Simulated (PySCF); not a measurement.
Atoms are numbered as in `[CH3:1]/[CH:2]=[CH:3]\[CH2:4][F:5]` (H(Xn): hydrogen on atom n).

GIAO PBE0/pcSseg-1 shifts (PySCF 2.14, gas phase, non-relativistic, equivalent atoms averaged), each against references optimised in the same way as the molecule (TMS, CFCl3).

On the GFN2-xTB geometry: C3 138.1, C2 131.1, C4 85.1, C1 17.0, F5 -260.5, H(C3) 6.06, H(C2) 5.70, H(C4) 5.57, H(C1) 1.66 ppm.

What changes on the PBE0-D3(BJ)/def2-SVP geometry?

Answers


```tsv
atoms	δ (ppm)	change
C3	135.4	-2.7
C2	135.2	+4.1
C4	78.8	-6.3
C1	15.7	-1.3
F5	-241.5	+19.0
H(C3)	5.93	-0.13
H(C2)	5.72	+0.02
H(C4)	5.02	-0.55
H(C1)	1.74	+0.08
```

Unscaled 19F shifts against computed CFCl3 carry errors that often reach 10 to 50 ppm.

Bonds between heavy atoms that differ most (equivalent bonds averaged): C2–C3 1.323 → 1.338 Å, C3–C4 1.498 → 1.490 Å, C4–F5 1.374 → 1.377 Å. Mean change of bonds to hydrogen: C–H +0.012 Å.
